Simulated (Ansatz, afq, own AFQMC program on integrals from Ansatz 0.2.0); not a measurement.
Integrals from Ansatz 0.2.0, then the random walk in our own AFQMC program (afq).

```yaml
crystal:
  periodic: [false, false, false]
  atoms:
    - {symbol: Sc, position_ang: [0.764003, 0.905737, -1.029901]}
    - {symbol: F, position_ang: [0.857597, -0.578103, -2.056608]}
    - {symbol: Cl, position_ang: [1.650860, 2.908726, -1.649350]}
basis:
  gaussian: {orbitals: def2-SVP}
magnetization: {spin_polarized: true, initial_magnetization: 1}
correlation: {method: ccsd_t, electrons: outside_noble_gas, hamiltonian_folder: ham}
```

```sh
$ ansatz run in.yaml --threads 1 --pin off --events-out ev --progress --plain --max-ram 24576MiB --backend cuda --devices 0, --max-vram 18GiB
```

afq runs on the folder ham with

```
--method phaseless --trial cisd --walkers 4000 --populations 20 --least-time 60 --time-step 0.005 --steps-per-block 50 --equilibration-blocks 40 --max-blocks 4000 --target-error 0.00024 --factor-cut 1e-05 --start spin_pure --seed 2120 --release-times 0.24,0.6,1.2,1.8,2.6 --release-step 0.04 --release-every 4 --taylor-order 6
```

Times are imaginary, in 1/Eh. The walk had a cap of 161 s. With eight or more populations the least sampling time is a fifth of least-time, and the error comes from their spread.

Output of the walk:

```
orbitals 48  electrons 9 8  factors 400 of 632
reference energy -1318.53181983 Eh
CCSD correlation -0.37954180 Eh in 18 cycles, weight of the determinant in the CISD state 0.8776
energy of the start -1318.911291 Eh
 block  time / (1/Eh)  mean weight  energy / Eh
     1     0.250  1.0000  -1318.905510
     2     0.500  1.0001  -1318.910572
     3     0.750  0.9996  -1318.914171
     4     1.000  1.0001  -1318.917306
     5     1.250  1.0002  -1318.918910
     9     2.250  0.9998  -1318.920025
    15     3.750  1.0000  -1318.921183
    23     5.750  1.0001  -1318.921619
    31     7.750  0.9996  -1318.921633
    39     9.750  1.0002  -1318.922083
    43    10.750  0.9999  -1318.920050
    47    11.750  0.9996  -1318.922908
    55    13.750  1.0000  -1318.921434
    63    15.750  1.0004  -1318.920951
    71    17.750  1.0002  -1318.921742
    73    18.250  1.0004  -1318.923446
    79    19.750  1.0003  -1318.922083
    87    21.750  1.0006  -1318.923004
    95    23.750  0.9998  -1318.923151
   103    25.750  0.9995  -1318.922447
   111    27.750  1.0001  -1318.921764
   117    29.250  0.9995  -1318.923282
error from the spread of 20 populations
released: time / (1/Eh)  energy / Eh  error  mean overlap
  0.24  -1318.921967  0.000157  0.9980
  0.60  -1318.922274  0.000238  0.9929
  1.20  -1318.922055  0.000276  0.9846
  1.80  -1318.922308  0.000473  0.9831
  2.60  -1318.920494  0.000468  0.9919
energy -1318.921742 +/- 0.000152 Eh
(rows thinned)
```

The run passed its tests (sampling time, drift between the halves within three errors, error under three times the target), which doesn't prove that it has relaxed, ending at its cap on processor time.

Against this walk (error 4.1 meV) on the same determinant: CCSD(T) 31.4 meV higher, CCSDT(Q) 19.5 meV lower. The error is statistical and leaves out the bias of the constraint. Released to 1.20 1/Eh the energy moves by -9 ± 9 meV (both errors), within twice the noise.

Cautions: constraint bias not in the error; no relativity below Rb; outer-core shells of the metal frozen.

The walk took 2.7 min on 1 × NVIDIA H100 80GB HBM3 with 2 threads of AMD EPYC 7R13 Processor (Zen 3) (shared host) (the card was shared). The log's last line is the phaseless energy.

CCSDT and higher add their correlation energy to the determinant of the CCSD(T) run, since their own runs factorise the integrals more tightly (a shift of under 2 meV). A walk keeps the symmetry of its determinant, which the program's search chose and which needn't be the lowest solution, so a lower state of the same spin and another symmetry isn't excluded.
